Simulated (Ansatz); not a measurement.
Scan of [NH2···H···SiH3], doublet

Starting geometry:

```yaml
atoms:
  - { symbol: N, position_ang: [-1.8600, -0.0118, -0.0184] }
  - { symbol: H, position_ang: [-2.1573, 0.9560, -0.0184] }
  - { symbol: H, position_ang: [-2.1573, -0.4141, 0.8618] }
  - { symbol: H, position_ang: [-0.8476, -0.0118, -0.0184] }
  - { symbol: Si, position_ang: [0.9610, -0.0118, -0.0184] }
  - { symbol: H, position_ang: [1.4109, -1.4281, -0.0184] }
  - { symbol: H, position_ang: [1.4109, 0.6963, -1.2449] }
  - { symbol: H, position_ang: [1.4110, 0.6963, 1.2081] }
```

From there H4 is moved from one fragment to the other while all else, the fragments' distance too, stays fixed; atoms are numbered as listed. Energies are in eV, counted from the starting geometry at the same level. Kohn–Sham curves are unrestricted where that lies lower.

Basis cc-pVDZ; Ansatz 0.2.0. Correlated methods freeze the noble-gas cores. R marks a restricted (for open shells ROHF) determinant, U an unrestricted one.

In so small a basis the reference is far from its limit while semilocal and hybrid functionals are nearer theirs (RPA and double hybrids share much of the reference's basis error), so the functionals' errors here hold much of the reference's basis and frozen-core error, which can add to them or hide them.

Full CI isn't at hand for all of this; UCCSDT(Q) serves as the reference, and is uncertain by about the last step of the cluster series.

```json
{"distance N1-H4 (Å)": "1.012", "UCCSDT(Q)": "0.000", "PBE": "0.000", "r2SCAN": "0.000", "PBE0": "0.000", "B3LYP": "0.000", "r2SCANh": "0.000", "wB97M-V": "0.000", "B2PLYP": "0.000", "RPA-PBE": "0.000"}
{"distance N1-H4 (Å)": "1.065", "UCCSDT(Q)": "0.029", "PBE": "-0.011", "r2SCAN": "0.008", "PBE0": "0.016", "B3LYP": "0.010", "r2SCANh": "0.016", "wB97M-V": "0.026", "B2PLYP": "0.023", "RPA-PBE": "0.010"}
{"distance N1-H4 (Å)": "1.170", "UCCSDT(Q)": "0.247", "PBE": "0.147", "r2SCAN": "0.189", "PBE0": "0.213", "B3LYP": "0.188", "r2SCANh": "0.211", "wB97M-V": "0.240", "B2PLYP": "0.228", "RPA-PBE": "0.194"}
{"distance N1-H4 (Å)": "1.276", "UCCSDT(Q)": "0.505", "PBE": "0.406", "r2SCAN": "0.439", "PBE0": "0.476", "B3LYP": "0.426", "r2SCANh": "0.464", "wB97M-V": "0.506", "B2PLYP": "0.483", "RPA-PBE": "0.434"}
{"distance N1-H4 (Å)": "1.381", "UCCSDT(Q)": "0.735", "PBE": "0.715", "r2SCAN": "0.709", "PBE0": "0.751", "B3LYP": "0.675", "r2SCANh": "0.723", "wB97M-V": "0.761", "B2PLYP": "0.728", "RPA-PBE": "0.674"}
```

(1) Judged by the spread of the error over the points with a reference (largest less smallest), which of these follows UCCSDT(Q) best and which worst?

Answers

(1) Subtracting the UCCSDT(Q) column from each: best B2PLYP (errors from -0.022 to 0.000, spread 0.022 eV), worst PBE (from -0.100 to 0.000, spread 0.100 eV). Functionals and wave-function methods converge differently with the basis, so part of this is basis effect.
